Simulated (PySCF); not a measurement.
**Relaxation of triplet SF₂**

These are results of UB3LYP in PySCF with S def2-TZVP, F def2-TZVP; no relativity; density-fitted integrals, not measurements. A (50,194) grid was used.

A hand-made bent start, of C2v symmetry, held to at least that symmetry:

Coordinates in bohr (charge 0 multiplicity 3):
```
S     0.0000    0.0000   -0.9830
F     2.5851    0.0000    0.8272
F    -2.5851    0.0000    0.8272
```

(1) What forces act on the atoms at the start (eV/Å)?

(2) What does it relax to?

(3) How much energy is released, and in how many steps?

Answers

(1) 
```csv
atom,Fx,Fy,Fz
S1,0.00,0.00,1.08
F2,2.30,0.00,-0.54
F3,-2.30,0.00,-0.54
```

(2) It ends at C2v with S–F 1.683 Å (×2); F–S–F 163.5° (after a last refinement on a finer grid). A frequency run shows a minimum. Other isomers or separated fragments may lie lower.

(3) 135.1 kJ/mol in 7 steps.

At this level a singlet minimum of C2v symmetry lies 103 kJ/mol below this structure.

The relaxation took 6.7 s on 4 threads of a shared Arm Neoverse V2 host, with 99 basis functions and 8 gradients; the process peaked at 0.52 GiB.
